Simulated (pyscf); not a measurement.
Single points on ωB97X-D3(BJ)/def2-SVP structures (PySCF, gas phase).

Task: What is the homolytic dissociation enthalpy (298 K, ωB97M-D3(BJ)/def2-TZVP) of the C–H bond of C₅H₈ (SMILES C=CC1CC1), to cyclic C₅H₇ (SMILES C=[C]C1CC1) [doublet] + H•?

Result: C–H to cyclic C₅H₇ (SMILES C=[C]C1CC1) [doublet] + H•: 107.4 kcal/mol. The 7 functionals that were run give +101.4 (r²SCAN) to +107.4 kcal/mol (ωB97M-D3(BJ)). The radicals are drawn with the spin at the cut bond; how far it spreads was not checked. cyclic C₅H₈ (SMILES C=CC1CC1) lies 21.8 kcal/mol over its isomer cyclic C₅H₈ (SMILES C1=CCCC1), and others may lie lower still (electronic energy, ωB97M-D3(BJ)). cyclic C₅H₇ (SMILES C=[C]C1CC1) [doublet] lies 26.5 kcal/mol over its isomer •H₂C–C(=CH₂)–CH=CH₂, and others may lie lower still (electronic energy, ωB97M-D3(BJ)).
